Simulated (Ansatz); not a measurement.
## Ansatz (development build ahead of 0.2.0) run

```yaml
crystal:
  periodic: [false, false, false]
  atoms:
    - { symbol: P, position_ang: [-0.00665, 0.00606, -0.94987] }
    - { symbol: P, position_ang: [-0.00683, -0.003, 0.93884] }
basis:
  gaussian: { orbitals: STO-3G }
hamiltonian:
  xc: hf
correlation:
  method: mp2
  frozen_orbitals: { P: 5 }
```

The input is written out in the form of the current development build from the run's settings.

Output:

| Property | Result |
| --- | --- |
| Converged | yes |
| Reference energy | -673.75672 hartree |
| Correlation energy | -0.15380 hartree |
| Total energy | -673.91052 hartree |
| Spin squared of the determinant | 0.000 |
